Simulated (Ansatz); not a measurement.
**Ligand exchange: HCN + BH(CH3)(NH2) → CH2N2 + BH2(CH3)**

Species: HCN (hydrogen cyanide) `C#N`, singlet; BH(CH3)(NH2), singlet; CH2N2 (cyanamide) `N#CN`, singlet; BH2(CH3), singlet. The partners trade H for NH2: C–H and B–NH2 bonds give way to C–NH2 and B–H.

Shapes, held fixed at every level: PBE0-D4/def2-TZVP. Programs: Ansatz 0.2.0. The zero-point and thermal change to 298 K, harmonic and unscaled (PBE0-D4/def2-TZVP), is -7.7 kJ/mol.

Question: Estimate ΔH(298 K) of this reaction.

Answer: The highest level, CCSD(T)/CBS estimate, gives ΔH(298 K) = +185.2 kJ/mol; the levels span +167.1 to +187.6. The column of differences is taken from that level and isn't an error. No measured value is set beside it here. The CBS estimate extrapolates MP2 from def2-TZVPP and def2-QZVPP and adds CCSD(T) − MP2 in the triple-zeta set, cores frozen.

```tsv
level	kind	ΔH(298 K) (kJ/mol)	less CCSD(T)/CBS estimate
r2SCAN-D4/def2-TZVPP	meta-GGA	+170.5	-14.7
PBE0-D4/def2-TZVPP	global hybrid	+167.1	-18.1
r2SCAN0-D4/def2-TZVPP	global hybrid	+170.2	-15.0
MP2/def2-SVP	perturbation theory	+187.6	+2.4
CCSD(T)/def2-SVP	coupled cluster or CI	+186.7	+1.5
CCSD/def2-SVP	coupled cluster or CI	+185.0	-0.2
CCSD(T)/def2-TZVPP	coupled cluster or CI	+183.5	-1.7
CCSD(T)/CBS estimate	coupled cluster or CI	+185.2	0.0
```
